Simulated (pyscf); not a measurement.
Thermochemistry of product channels of GeH₂ (SMILES [GeH2]) [singlet] + NH₃ (SMILES N) on the singlet surface, in eV, from ωB97M-D3(BJ)/def2-TZVP energies (ideal gas, 1 atm, RRHO with modes under 100 cm⁻¹ raised to 100, one conformer, R ln 2 for rigid chiral ones). PySCF, gas phase, ωB97X-D3(BJ)/def2-SVP geometries.

```tsv
products	ΔE	ΔH(298 K)	ΔG(600 K)	ΔG(900 K)
H₂N–GeH₃ (SMILES [NH2][GeH3])	-1.58	-1.55	-0.70	___
H₂N–GeH: (SMILES [NH2][GeH]) [singlet] + H₂ (SMILES [H][H])	-0.65	-0.73	-0.60	-0.56
HN=GeH₂ (SMILES [NH]=[GeH2]) + H₂ (SMILES [H][H])	___	+0.78	+0.91	___
```

### Question
Fill in the missing entries.

### Answer

- H₂N–GeH₃ (SMILES [NH2][GeH3]), ΔG(900 K): -0.29
- HN=GeH₂ (SMILES [NH]=[GeH2]) + H₂ (SMILES [H][H]), ΔE: +0.97
- HN=GeH₂ (SMILES [NH]=[GeH2]) + H₂ (SMILES [H][H]), ΔG(900 K): +0.95

The channel to H₂N–GeH₃ turns unfavourable between 298 and 1200 K (ΔG from -1.12 eV to +0.10 eV).

These are energies of the channels, which say nothing of barriers. Elements up to Kr have no core potential and no relativistic terms here.
